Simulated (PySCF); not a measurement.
**The bond of CH, level by level**

Aim: find the lowest electronic state of CH, scan its bond at several levels of theory, and get bond length, wavenumber and dissociation energy from each curve.

The runs use PySCF 2.14.0; H STO-3G, C STO-3G, no relativity.

**1. Set-up**

The job is set up so:

```yaml
atoms: H, C
charge: 0
basis: H STO-3G, C STO-3G
Hamiltonian: no relativity
basis_functions: 6
electrons_treated: 7
masses_in_u: 1.0078, 12.0000
levels: PBE0, PBE, r²SCAN, revPBE, PBEsol, r²SCANh, HF, MP2, SCS-MP2, CCSD, CCSD(T)
grid: 80 radial by 434 angular points
occupations: held fixed by the projection of orbital angular momentum
dissociation_limit: H + C, each in its ground configuration
starting_distance_in_angstrom: 1.030
values_of_2S_to_try: 1, 3
```

Command:

```
OMP_NUM_THREADS=1 python dia.py task.json out
```

The job searches for the state first and then visits each distance with every level. Its results follow level by level.

**2. State search with unrestricted PBE0**

At the starting distance of 1.030 Å the search finds these solutions (others can lie among them):

| 2Ms+1 | unpaired | term | E (eV) | ⟨S²⟩ | ⟨Lz²⟩ | μ (D) |
| --- | --- | --- | --- | --- | --- | --- |
| 2 | π ↑ | ²Π | 0.00 | 0.75 | 1.00 | -1.21 |
| 4 | σ ↑, π ↑↑ | ⁴Σ⁻ | 0.17 | 3.75 | 0.00 | -0.16 |
| 2 | σ ↑, π ↑↓ | not assigned | 2.01 | 1.75 | 2.00 | -0.41 |
| 2 | σ ↓, π ↑↑ | not assigned | 2.27 | 1.76 | 0.00 | -0.64 |
| 2 | σ ↑ | not assigned | 3.93 | 0.75 | 2.00 | -0.40 |
| 2 | π ↑ | ²Π | 8.49 | 0.78 | 1.00 | 0.29 |

6 of 7 solutions are listed, lowest first.

A term symbol stands only where ⟨S²⟩ and ⟨Lz²⟩ are near those of a pure state. A positive dipole means H(−)C(+).

The most promising solutions are followed along the bond (rough minima from three points):

| 2Ms+1 | unpaired | R at minimum (Å) | energy at minimum (eV) |
| --- | --- | --- | --- |
| 2 | π ↑ | 1.17 | 0.00 |
| 4 | σ ↑, π ↑↑ | 1.10 | 0.47 |

The search made 7 SCF attempts at the starting distance; with the short scans it took 1.6 s of wall time (1 thread of Arm Neoverse N1, shared host).

**3. PBE0 along the bond**

State followed: ²Π (doublet), unpaired electrons π ↑. The scan is laid around 1.172 Å.

The SCF at the reference distance, 1.172 Å, printed:

```text
******** <class 'pyscf.dft.uks_symm.SymAdaptedUKS'> ********
method = SymAdaptedUKS
initial guess = minao
damping factor = 0
level_shift factor = 0
DIIS = <class 'pyscf.scf.diis.CDIIS'>
diis_start_cycle = 1
diis_space = 10
diis_damp = 0
SCF conv_tol = 1e-09
SCF conv_tol_grad = None
SCF max_cycles = 60
direct_scf = False
max_memory 909 MB (current use 216 MB)
number electrons alpha = 4  beta = 3
XC library pyscf.dft.libxc version 7.0.0
    S. Lehtola, C. Steigemann, M. J.T. Oliveira, and M. A.L. Marques.,  SoftwareX 7, 1–5 (2018)
XC functionals = PBE0
    C. Adamo and V. Barone.,  J. Chem. Phys. 110, 6158 (1999)
    M. Ernzerhof and G. E. Scuseria.,  J. Chem. Phys. 110, 5029 (1999)
small_rho_cutoff = 0
Overwritten attributes  get_hcore get_occ get_k get_j get_jk  of <class 'pyscf.dft.uks_symm.SymAdaptedUKS'>
<class 'pyscf.dft.uks_symm.SymAdaptedUKS'> does not have attributes  refdm
Set gradient conv threshold to 3.16228e-05
init E= -37.9309202286806
cycle= 1 E= -37.9227631107769  delta_E= 0.00816  |g|= 0.00522  |ddm|= 0.0286
cycle= 2 E= -37.9227872402336  delta_E= -2.41e-05  |g|= 0.0023  |ddm|= 0.0185
cycle= 3 E= -37.9227922103337  delta_E= -4.97e-06  |g|= 6.5e-05  |ddm|= 0.00478
cycle= 4 E= -37.9227922152642  delta_E= -4.93e-09  |g|= 1.78e-05  |ddm|= 0.000146
cycle= 5 E= -37.9227922160112  delta_E= -7.47e-10  |g|= 4.29e-06  |ddm|= 7.49e-05
Extra cycle  E= -37.9227922160471  delta_E= -3.59e-11  |g|= 1.89e-06  |ddm|= 1.26e-05
converged SCF energy = -37.9227922160471  <S^2> = 0.75124617  2S+1 = 2.0012458
```

The curve and what changes along it:

| R (Å) | E (eV) | μ (D) | Mulliken charge of H (e) | Mayer bond order | ⟨S²⟩ | HOMO (eV) | LUMO (eV) |
| --- | --- | --- | --- | --- | --- | --- | --- |
| 1.0079 | 0.5494 | -1.24 | 0.04 | 1.00 | 0.75 | -4.43 | -0.28 |
| 1.0548 | 0.2591 | -1.18 | 0.03 | 1.00 | 0.75 | -4.38 | -0.22 |
| 1.1017 | 0.0869 | -1.10 | 0.02 | 1.00 | 0.75 | -4.34 | -0.19 |
| 1.1368 | 0.0210 | -1.04 | 0.01 | 1.00 | 0.75 | -4.32 | -0.17 |
| 1.1720 | 0.0000 | -0.98 | 0.00 | 1.00 | 0.75 | -4.31 | -0.16 |
| 1.2072 | 0.0172 | -0.92 | -0.01 | 1.00 | 0.75 | -4.31 | -0.15 |
| 1.2540 | 0.0891 | -0.83 | -0.01 | 1.00 | 0.75 | -4.31 | -0.16 |
| 1.3126 | 0.2425 | -0.72 | -0.03 | 1.00 | 0.75 | -4.33 | -0.18 |
| 1.3830 | 0.4961 | -0.59 | -0.04 | 1.00 | 0.75 | -4.36 | -0.21 |
| 1.4767 | 0.9127 | -0.40 | -0.05 | 0.99 | 0.75 | -4.43 | -0.28 |

The fit gives Re = 1.173 Å, ωe = 2994 cm⁻¹, ωexe = 36.1 cm⁻¹, αe = 0.295 cm⁻¹, Be = 13.18 cm⁻¹, De = 4.16 eV, μ = -0.98 D.

Orbitals nearest the gap at 1.172 Å:

| spin | orbital | ε (eV) | filled | made of |
| --- | --- | --- | --- | --- |
| α | σ | -15.90 | yes | C s 68 %, H s 25 % |
| β | σ | -14.50 | yes | C s 59 %, H s 33 %, C p 8 % |
| α | σ | -6.17 | yes | C p 50 %, C s 27 %, H s 23 % |
| β | σ | -5.38 | yes | C p 46 %, C s 35 %, H s 19 % |
| α | π | -4.31 | yes | C p 100 % |
| α | π | -0.16 | no | C p 100 % |
| β | π | 0.66 | no | C p 100 % |
| β | π | 2.60 | no | C p 100 % |
| α | σ | 10.90 | no | H s 52 %, C p 43 % |

Polarisability there: 5.7 bohr³ along the bond, 4.1 across it. Without diffuse functions these come out too small, above all across the bond.

**4. Fields at the reference distance**

Orbitals, density, ELF and potential are computed afterwards from the orbital file.

Frontier orbitals at PBE0 (alpha spin), with the share of their density that lies nearest to each atom:

| orbital | energy (eV) | lies on |
| --- | --- | --- |
| HOMO | -4.31 | C2 96 % |
| LUMO | -0.16 | C2 96 % |

ELF in a plane through or near 2 of the atoms.

Ten even steps from ' ' (0.00) to '@' (1.00):
```
                                                        
                                                        
                                                        
                                                        
                ......                                  
            ..==####**--::..      ..------::..          
          ..**%%@@@@@@##**--::....--****##**==..        
          ==@@@@@@@@@@@@@@**==..::++%%%%%%%%##--..      
          ##@@@@@@@@@@@@@@%%**..  --@@@@@@@@%%++::      
        ..%%@@@@@@@@@@@@@@@@##++##..%%@@@@@@@@**--      
        ..%%@@@@@@@@@@@@@@@@##==##..%%@@@@@@@@**--      
          ##@@@@@@@@@@@@@@%%##..  --@@@@@@@@%%++::      
          ==@@@@@@@@@@@@@@**==..::++%%%%%%%%##--..      
          ..**@@@@@@@@##**--::....--****##**==..        
            ..==**##**--::..      ..------::..          
                ......                                  
                                                        
                                                        
                                                        
                                                        
```
The map spans 6.4 Å across and 5.2 Å up, centred on the molecule. Atoms in the plane (x, y in Å): H1 (-0.6, 0.0), C2 (0.6, 0.0).

On the surface of density 0.002 e/bohr³ the electrostatic potential runs, from the 1st to the 99th percentile, from -1.47 to 1.61 V.

The spin density lies nearest to C2 95 %.

**5. Other states along the same grid**

State 2: ⁴Σ⁻ (quartet), unpaired electrons σ ↑, π ↑↑, an excited solution.

Log of the SCF at 1.172 Å:

```text
[... 13 set-up lines left out, the same as in an earlier log ...]
max_memory 909 MB (current use 228 MB)
number electrons alpha = 5  beta = 2
[... 7 set-up lines left out, the same as in an earlier log ...]
init E= -37.9105355640822
cycle= 1 E= -37.9019473195652  delta_E= 0.00859  |g|= 0.00276  |ddm|= 0.0183
cycle= 2 E= -37.9019633822311  delta_E= -1.61e-05  |g|= 0.00108  |ddm|= 0.0079
cycle= 3 E= -37.9019650437115  delta_E= -1.66e-06  |g|= 0.000382  |ddm|= 0.00261
cycle= 4 E= -37.9019653972599  delta_E= -3.54e-07  |g|= 0.000109  |ddm|= 0.00137
cycle= 5 E= -37.901965423171  delta_E= -2.59e-08  |g|= 1.23e-05  |ddm|= 0.00046
cycle= 6 E= -37.9019654233809  delta_E= -2.1e-10  |g|= 4.97e-07  |ddm|= 3.28e-05
Extra cycle  E= -37.9019654233812  delta_E= -3.34e-13  |g|= 1.23e-07  |ddm|= 1.12e-06
converged SCF energy = -37.9019654233812  <S^2> = 3.7508481  2S+1 = 4.000424
```

Re = 1.097 Å, ωe = 3413 cm⁻¹, ωexe = 52.5 cm⁻¹, αe = 0.396 cm⁻¹, Be = 15.06 cm⁻¹, μ = -0.20 D. Its minimum lies 0.47 eV above that of the lowest state.

Energy (eV) from the lowest point of the lowest state:

| R (Å) | lowest | state 2 |
| --- | --- | --- |
| 1.008 | 0.549 | 0.657 |
| 1.055 | 0.259 | 0.508 |
| 1.102 | 0.087 | 0.470 |
| 1.137 | 0.021 | 0.498 |
| 1.172 | 0.000 | 0.567 |
| 1.207 | 0.017 | 0.668 |
| 1.254 | 0.089 | 0.841 |
| 1.313 | 0.242 | 1.105 |
| 1.383 | 0.496 | 1.465 |
| 1.477 | 0.913 | 1.971 |

**6. PBE (GGA)**

Output of the SCF at 1.172 Å:

```text
[... 13 set-up lines left out, the same as in an earlier log ...]
max_memory 909 MB (current use 225 MB)
[... 3 set-up lines left out, the same as in an earlier log ...]
XC functionals = PBE
    J. P. Perdew, K. Burke, and M. Ernzerhof.,  Phys. Rev. Lett. 77, 3865 (1996)
    J. P. Perdew, K. Burke, and M. Ernzerhof.,  Phys. Rev. Lett. 78, 1396 (1997)
    J. P. Perdew, K. Burke, and M. Ernzerhof.,  Phys. Rev. Lett. 77, 3865 (1996)
    J. P. Perdew, K. Burke, and M. Ernzerhof.,  Phys. Rev. Lett. 78, 1396 (1997)
[... 2 set-up lines left out, the same as in an earlier log ...]
init E= -37.9095370776773
cycle= 1 E= -37.909642916244  delta_E= -0.000106  |g|= 0.00244  |ddm|= 0.0361
cycle= 2 E= -37.9096474858888  delta_E= -4.57e-06  |g|= 0.00156  |ddm|= 0.0114
cycle= 3 E= -37.9096499389092  delta_E= -2.45e-06  |g|= 0.000229  |ddm|= 0.00411
cycle= 4 E= -37.9096499853641  delta_E= -4.65e-08  |g|= 1.93e-05  |ddm|= 0.000372
cycle= 5 E= -37.9096499861326  delta_E= -7.69e-10  |g|= 9.91e-07  |ddm|= 7.77e-05
Extra cycle  E= -37.909649986135  delta_E= -2.39e-12  |g|= 2.89e-07  |ddm|= 4.55e-06
converged SCF energy = -37.909649986135  <S^2> = 0.75095544  2S+1 = 2.0009552
```

Re = 1.190 Å, ωe = 2832 cm⁻¹, ωexe = 38.6 cm⁻¹, αe = 0.317 cm⁻¹, Be = 12.80 cm⁻¹, De = 4.32 eV, μ = -0.91 D. 1.3 s of CPU time for 12 points, integrals apart.

**7. r²SCAN**

Log of the SCF at 1.172 Å:

```text
[... 17 set-up lines left out, the same as in an earlier log ...]
XC functionals = R2SCAN
    J. W. Furness, A. D. Kaplan, J. Ning, J. P. Perdew, and J. Sun.,  J. Phys. Chem. Lett. 11, 8208-8215 (2020)
    J. W. Furness, A. D. Kaplan, J. Ning, J. P. Perdew, and J. Sun.,  J. Phys. Chem. Lett. 11, 9248-9248 (2020)
    J. W. Furness, A. D. Kaplan, J. Ning, J. P. Perdew, and J. Sun.,  J. Phys. Chem. Lett. 11, 8208-8215 (2020)
    J. W. Furness, A. D. Kaplan, J. Ning, J. P. Perdew, and J. Sun.,  J. Phys. Chem. Lett. 11, 9248-9248 (2020)
[... 2 set-up lines left out, the same as in an earlier log ...]
init E= -37.9463963528797
cycle= 1 E= -37.9464242904818  delta_E= -2.79e-05  |g|= 0.00299  |ddm|= 0.0157
cycle= 2 E= -37.9464308102104  delta_E= -6.52e-06  |g|= 0.00188  |ddm|= 0.0102
cycle= 3 E= -37.9464342892526  delta_E= -3.48e-06  |g|= 0.000258  |ddm|= 0.00412
cycle= 4 E= -37.9464344404194  delta_E= -1.51e-07  |g|= 6.8e-06  |ddm|= 0.00121
cycle= 5 E= -37.9464344405183  delta_E= -9.88e-11  |g|= 8.97e-07  |ddm|= 3.41e-05
Extra cycle  E= -37.9464344405196  delta_E= -1.38e-12  |g|= 3.3e-07  |ddm|= 3.96e-06
converged SCF energy = -37.9464344405196  <S^2> = 0.75182877  2S+1 = 2.0018279
```

Re = 1.178 Å, ωe = 2922 cm⁻¹, ωexe = 38.7 cm⁻¹, αe = 0.316 cm⁻¹, Be = 13.07 cm⁻¹, De = 4.09 eV, μ = -0.94 D.

**8. revPBE**

Output of the SCF at 1.172 Å:

```text
[... 17 set-up lines left out, the same as in an earlier log ...]
XC functionals = PBE_R,PBE
    Y. Zhang and W. Yang.,  Phys. Rev. Lett. 80, 890 (1998)
[... 4 set-up lines left out, the same as in an earlier log ...]
init E= -37.9645059977732
cycle= 1 E= -37.9645944084072  delta_E= -8.84e-05  |g|= 0.00487  |ddm|= 0.0433
cycle= 2 E= -37.9646050601223  delta_E= -1.07e-05  |g|= 0.00385  |ddm|= 0.0214
cycle= 3 E= -37.9646195610857  delta_E= -1.45e-05  |g|= 0.000107  |ddm|= 0.00853
cycle= 4 E= -37.9646195736947  delta_E= -1.26e-08  |g|= 1.72e-05  |ddm|= 0.000268
cycle= 5 E= -37.9646195743075  delta_E= -6.13e-10  |g|= 7.69e-07  |ddm|= 7.02e-05
Extra cycle  E= -37.9646195743089  delta_E= -1.43e-12  |g|= 2.14e-07  |ddm|= 3.58e-06
converged SCF energy = -37.9646195743089  <S^2> = 0.75101527  2S+1 = 2.001015
```

Re = 1.193 Å, ωe = 2817 cm⁻¹, ωexe = 38.8 cm⁻¹, αe = 0.318 cm⁻¹, Be = 12.75 cm⁻¹, De = 4.24 eV, μ = -0.88 D. 1.2 s of CPU time for 12 points, integrals apart.

**9. PBEsol (GGA)**

The SCF at the reference distance, 1.172 Å, printed:

```text
[... 17 set-up lines left out, the same as in an earlier log ...]
XC functionals = PBEsol
    J. P. Perdew, A. Ruzsinszky, G. I. Csonka, O. A. Vydrov, G. E. Scuseria, L. A. Constantin, X. Zhou, and K. Burke.,  Phys. Rev. Lett. 100, 136406 (2008)
    J. P. Perdew, A. Ruzsinszky, G. I. Csonka, O. A. Vydrov, G. E. Scuseria, L. A. Constantin, X. Zhou, and K. Burke.,  Phys. Rev. Lett. 100, 136406 (2008)
[... 2 set-up lines left out, the same as in an earlier log ...]
init E= -37.7292336890798
cycle= 1 E= -37.7293856368041  delta_E= -0.000152  |g|= 0.00236  |ddm|= 0.0346
cycle= 2 E= -37.7293901505382  delta_E= -4.51e-06  |g|= 0.000796  |ddm|= 0.00586
cycle= 3 E= -37.729390624838  delta_E= -4.74e-07  |g|= 0.000238  |ddm|= 0.0016
cycle= 4 E= -37.7293906816978  delta_E= -5.69e-08  |g|= 7.79e-06  |ddm|= 0.000576
cycle= 5 E= -37.7293906818239  delta_E= -1.26e-10  |g|= 1.18e-06  |ddm|= 3.6e-05
Extra cycle  E= -37.7293906818266  delta_E= -2.64e-12  |g|= 3.37e-07  |ddm|= 3.68e-06
converged SCF energy = -37.7293906818266  <S^2> = 0.75102342  2S+1 = 2.0010232
```

Re = 1.189 Å, ωe = 2851 cm⁻¹, ωexe = 37.6 cm⁻¹, αe = 0.311 cm⁻¹, Be = 12.82 cm⁻¹, De = 4.47 eV, μ = -0.94 D.

**10. r²SCANh**

The SCF at the reference distance, 1.172 Å, printed:

```text
[... 17 set-up lines left out, the same as in an earlier log ...]
XC functionals = HYB_MGGA_XC_R2SCANH
    M. Bursch, H. Neugebauer, S. Ehlert, and S. Grimme.,  J. Chem. Phys. 156, 134105 (2022)
[... 2 set-up lines left out, the same as in an earlier log ...]
init E= -37.9469404617163
cycle= 1 E= -37.946976996739  delta_E= -3.65e-05  |g|= 0.00228  |ddm|= 0.0126
cycle= 2 E= -37.9469822466732  delta_E= -5.25e-06  |g|= 0.00114  |ddm|= 0.00658
cycle= 3 E= -37.9469836146947  delta_E= -1.37e-06  |g|= 0.000313  |ddm|= 0.00253
cycle= 4 E= -37.9469838348644  delta_E= -2.2e-07  |g|= 1.81e-05  |ddm|= 0.0014
cycle= 5 E= -37.9469838357002  delta_E= -8.36e-10  |g|= 2.28e-06  |ddm|= 9.94e-05
Extra cycle  E= -37.9469838357104  delta_E= -1.02e-11  |g|= 7.41e-07  |ddm|= 9.49e-06
converged SCF energy = -37.9469838357104  <S^2> = 0.75187404  2S+1 = 2.0018732
```

Re = 1.173 Å, ωe = 2970 cm⁻¹, ωexe = 37.8 cm⁻¹, αe = 0.308 cm⁻¹, Be = 13.18 cm⁻¹, De = 4.05 eV, μ = -0.96 D.

**11. UHF**

Output of the SCF at 1.172 Å:

```text
******** <class 'pyscf.scf.uhf_symm.SymAdaptedUHF'> ********
method = SymAdaptedUHF
[... 11 set-up lines left out, the same as in an earlier log ...]
max_memory 909 MB (current use 226 MB)
[... 1 set-up line left out, the same as in an earlier log ...]
Overwritten attributes  get_hcore get_occ get_k get_j get_jk  of <class 'pyscf.scf.uhf_symm.SymAdaptedUHF'>
<class 'pyscf.scf.uhf_symm.SymAdaptedUHF'> does not have attributes  refdm
[... 1 set-up line left out, the same as in an earlier log ...]
init E= -37.7683206681162
cycle= 1 E= -37.7695717853764  delta_E= -0.00125  |g|= 0.0101  |ddm|= 0.0613
cycle= 2 E= -37.7696836814325  delta_E= -0.000112  |g|= 0.00405  |ddm|= 0.0191
cycle= 3 E= -37.7697080326243  delta_E= -2.44e-05  |g|= 0.00145  |ddm|= 0.0103
cycle= 4 E= -37.7697129015177  delta_E= -4.87e-06  |g|= 0.000551  |ddm|= 0.00479
cycle= 5 E= -37.7697138116803  delta_E= -9.1e-07  |g|= 0.000139  |ddm|= 0.00292
cycle= 6 E= -37.7697138634039  delta_E= -5.17e-08  |g|= 3.08e-06  |ddm|= 0.000912
cycle= 7 E= -37.7697138634201  delta_E= -1.62e-11  |g|= 3.7e-08  |ddm|= 1.43e-05
Extra cycle  E= -37.7697138634201  delta_E= -7.11e-15  |g|= 6.55e-09  |ddm|= 7.79e-08
converged SCF energy = -37.7697138634201  <S^2> = 0.7537928  2S+1 = 2.0037892
```

Re = 1.143 Å, ωe = 3305 cm⁻¹, ωexe = 33.4 cm⁻¹, αe = 0.254 cm⁻¹, Be = 13.87 cm⁻¹, De = 2.86 eV, μ = -1.07 D. 0.2 s of CPU time for 12 points, integrals apart.

**12. Correlated methods on the Hartree–Fock reference**

Reference: UHF; core orbitals frozen: 1.

Output of the coupled-cluster run at 1.172 Å:

```text
******** <class 'pyscf.cc.uccsd.UCCSD'> ********
CC2 = 0
CCSD nocc = (np.int64(3), np.int64(2)), nmo = (5, 5)
frozen orbitals [[0], [0]]
max_cycle = 80
direct = 0
conv_tol = 1e-07
conv_tol_normt = 1e-05
diis_space = 8
diis_start_cycle = 0
diis_start_energy_diff = 1e+09
max_memory 909 MB (current use 226 MB)
Init t2, MP2 energy = -0.023918424500053
Init E_corr(UCCSD) = -0.023918424500053
cycle = 1  E_corr(UCCSD) = -0.033961640734579  dE = -0.0100432162  norm(t1,t2) = 0.0519616
cycle = 2  E_corr(UCCSD) = -0.0385396829825463  dE = -0.00457804225  norm(t1,t2) = 0.027401
cycle = 3  E_corr(UCCSD) = -0.0433216933551109  dE = -0.00478201037  norm(t1,t2) = 0.0154093
cycle = 4  E_corr(UCCSD) = -0.0432393017495239  dE = 8.23916056e-05  norm(t1,t2) = 0.00319679
cycle = 5  E_corr(UCCSD) = -0.0433253451247265  dE = -8.60433752e-05  norm(t1,t2) = 0.00102035
cycle = 6  E_corr(UCCSD) = -0.0432928659397232  dE = 3.2479185e-05  norm(t1,t2) = 0.00016633
cycle = 7  E_corr(UCCSD) = -0.0432994307218263  dE = -6.5647821e-06  norm(t1,t2) = 4.7501e-05
cycle = 8  E_corr(UCCSD) = -0.0432995304179465  dE = -9.96961202e-08  norm(t1,t2) = 1.95588e-05
cycle = 9  E_corr(UCCSD) = -0.0432992163888764  dE = 3.1402907e-07  norm(t1,t2) = 3.77201e-06
cycle = 10  E_corr(UCCSD) = -0.0432992542819324  dE = -3.7893056e-08  norm(t1,t2) = 1.10014e-06
UCCSD converged
E(UCCSD) = -37.81301311770203  E_corr = -0.04329925428193239
UCCSD(T) correction = -2.16002381328066e-05
```

Correlation energy (eV) along the bond:

| R (Å) | MP2 | SCS-MP2 | CCSD | CCSD(T) | T1 |
| --- | --- | --- | --- | --- | --- |
| 1.008 | -0.551 | -0.662 | n/a | n/a | n/a |
| 1.055 | -0.577 | -0.692 | -1.052 | -1.053 | 0.005 |
| 1.102 | -0.605 | -0.726 | -1.098 | -1.099 | 0.005 |
| 1.137 | -0.627 | -0.753 | -1.137 | -1.137 | 0.006 |
| 1.172 | -0.651 | -0.781 | -1.178 | -1.179 | 0.006 |
| 1.207 | -0.676 | -0.811 | -1.223 | -1.224 | 0.006 |
| 1.254 | -0.711 | -0.853 | -1.288 | -1.289 | 0.007 |
| 1.313 | -0.757 | -0.909 | -1.378 | -1.378 | 0.009 |
| 1.383 | -0.811 | -0.974 | -1.496 | -1.497 | 0.014 |
| 1.477 | -0.824 | -0.989 | n/a | n/a | n/a |

UHF-MP2: Re = 1.162 Å, ωe = 3114 cm⁻¹, ωexe = 34.3 cm⁻¹, αe = 0.282 cm⁻¹, Be = 13.42 cm⁻¹, De = 3.23 eV.

UHF-SCS-MP2: Re = 1.167 Å, ωe = 3073 cm⁻¹, ωexe = 34.1 cm⁻¹, αe = 0.288 cm⁻¹, Be = 13.32 cm⁻¹, De = 3.31 eV.

UHF-CCSD: Re = 1.179 Å, ωe = 2911 cm⁻¹, ωexe = 49.0 cm⁻¹, αe = 0.347 cm⁻¹, Be = 13.03 cm⁻¹, De = 3.48 eV.

UHF-CCSD(T): Re = 1.179 Å, ωe = 2910 cm⁻¹, ωexe = 48.9 cm⁻¹, αe = 0.347 cm⁻¹, Be = 13.03 cm⁻¹, De = 3.48 eV.

**13. The curves together**

Energy (eV) from each level's lowest point:

| R (Å) | UHF | UHF-MP2 | UHF-SCS-MP2 | UHF-CCSD | UHF-CCSD(T) | PBE | PBEsol | revPBE | r²SCAN | r²SCANh | PBE0 |
| --- | --- | --- | --- | --- | --- | --- | --- | --- | --- | --- | --- |
| 1.008 | 0.423 | 0.509 | 0.529 | n/a | n/a | 0.619 | 0.619 | 0.634 | 0.565 | 0.545 | 0.549 |
| 1.055 | 0.167 | 0.227 | 0.241 | 0.279 | 0.279 | 0.312 | 0.310 | 0.323 | 0.272 | 0.257 | 0.259 |
| 1.102 | 0.033 | 0.066 | 0.075 | 0.099 | 0.099 | 0.120 | 0.119 | 0.128 | 0.096 | 0.086 | 0.087 |
| 1.137 | 0.000 | 0.010 | 0.014 | 0.028 | 0.028 | 0.039 | 0.037 | 0.044 | 0.026 | 0.021 | 0.021 |
| 1.172 | 0.014 | 0.000 | 0.000 | 0.000 | 0.000 | 0.001 | 0.000 | 0.003 | 0.000 | 0.000 | 0.000 |
| 1.207 | 0.069 | 0.030 | 0.025 | 0.010 | 0.010 | 0.000 | 0.000 | 0.000 | 0.011 | 0.017 | 0.017 |
| 1.254 | 0.194 | 0.120 | 0.108 | 0.070 | 0.070 | 0.047 | 0.048 | 0.044 | 0.074 | 0.087 | 0.089 |
| 1.313 | 0.419 | 0.298 | 0.277 | 0.205 | 0.205 | 0.166 | 0.171 | 0.159 | 0.214 | 0.237 | 0.242 |
| 1.383 | 0.761 | 0.587 | 0.555 | 0.429 | 0.429 | 0.377 | 0.386 | 0.365 | 0.449 | 0.485 | 0.496 |
| 1.477 | 1.281 | 1.094 | 1.059 | n/a | n/a | 0.733 | 0.749 | 0.715 | 0.836 | 0.890 | 0.913 |

The whole job (state search and all levels along the bond) took 0.24 min on 1 thread of Arm Neoverse N1 (shared host), peak memory 0.23 GiB.

**14. Results**

Lowest PBE0 solution found, without spin–orbit coupling: ²Π (doublet), unpaired electrons π ↑. State 2 has its PBE0 minimum 0.47 eV higher. The other levels ran on the lowest alone.

| level | Re (Å) | ωe (cm⁻¹) | De (eV) | μ (D) |
| --- | --- | --- | --- | --- |
| UHF | 1.143 | 3305 | 2.86 | -1.07 |
| UHF-MP2 | 1.162 | 3114 | 3.23 | n/a |
| UHF-SCS-MP2 | 1.167 | 3073 | 3.31 | n/a |
| UHF-CCSD | 1.179 | 2911 | 3.48 | n/a |
| UHF-CCSD(T) | 1.179 | 2910 | 3.48 | n/a |
| PBE | 1.190 | 2832 | 4.32 | -0.91 |
| PBEsol | 1.189 | 2851 | 4.47 | -0.94 |
| revPBE | 1.193 | 2817 | 4.24 | -0.88 |
| r²SCAN | 1.178 | 2922 | 4.09 | -0.94 |
| r²SCANh | 1.173 | 2970 | 4.05 | -0.96 |
| PBE0 | 1.173 | 2994 | 4.16 | -0.98 |

De is counted to H + C in their ground configurations. A positive dipole means H(−)C(+).

Differences from CCSD(T) in the same basis:

| level | Re (mÅ) | ωe (%) |
| --- | --- | --- |
| UHF | -36 | +13.5 |
| UHF-MP2 | -17 | +7.0 |
| UHF-SCS-MP2 | -13 | +5.6 |
| UHF-CCSD | 0 | 0.0 |
| PBE | +11 | -2.7 |
| PBEsol | +10 | -2.0 |
| revPBE | +13 | -3.2 |
| r²SCAN | -2 | +0.4 |
| r²SCANh | -6 | +2.1 |
| PBE0 | -7 | +2.9 |

Time per point (s) on 1 thread of Arm Neoverse N1, shared host (CPU time, shared integrals of 0.0049 s apart; correlated levels include their reference; CCSD comes with the CCSD(T) run); the times are rough: UHF 0.017, UHF-MP2 0.023, UHF-SCS-MP2 0.023, PBE 0.11, PBEsol 0.099, revPBE 0.099, r²SCAN 0.18, r²SCANh 0.18, PBE0 0.19; the reference 0.11.

In words: Against CCSD(T) in the same basis, the bond length is nearest at UHF-CCSD (0 mÅ) and farthest at UHF (-36 mÅ); the wavenumber is nearest at UHF-CCSD (0.0 %) and farthest at UHF (+13.5 %). Hartree–Fock makes the bond too short and too stiff against this reference, as it mostly does. PBE gives a bond that is too long and too soft, as GGAs tend to. CCSD(T) in a basis this small is itself some way from its limit, more so than the functionals. Of the levels with a De here, UHF gives the least (2.86 eV) and PBEsol the most (4.47 eV).

Correlated steps freeze 1 core orbital. The basis is very small, so these numbers show the basis as much as the molecule.
